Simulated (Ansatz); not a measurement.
Reaction (formal exchange of groups at the Al–O bond): `[AlH2][O][AlH2]` + `O[SiH3]` → `O[SiH2][AlH2]` + `[OH][AlH2]`

Computed with Ansatz on PBE0-D4/def2-TZVP structures; ΔE is electronic, products minus reactants. CCSD(T)/CBS is the MP2 limit (def2-TZVPP, def2-QZVPP) plus CCSD(T) − MP2 in def2-TZVPP, frozen cores. This one scheme is used for every species. DFT in def2-TZVPP. Each species was taken in one conformer, which may not be the lowest.

```json
{"level": "B97M-V", "ΔE (kcal/mol)": "41.7"}
{"level": "ωB97M-V", "ΔE (kcal/mol)": "42.2"}
```

(1) What does CCSD(T)/CBS give? (Best estimate.)

Largest T1 diagnostic among the species: 0.013.

Answers

(1) Ansatz gave: +41.3 kcal/mol. The listed levels differ from it by 0.4, 0.9 kcal/mol.

At CCSD(T), def2-SVP lies +2.9 kcal/mol from the extrapolated value and def2-TZVPP +0.5 kcal/mol. From PBE to PBE0 (25 % exact exchange), in def2-TZVPP and without D4, ΔE moves by +1.6 kcal/mol. In def2-TZVPP, CCSD(T) changes the Hartree–Fock value by −4.0 kcal/mol (the triples alone add −0.4 kcal/mol) and MP2 by −1.5 kcal/mol.
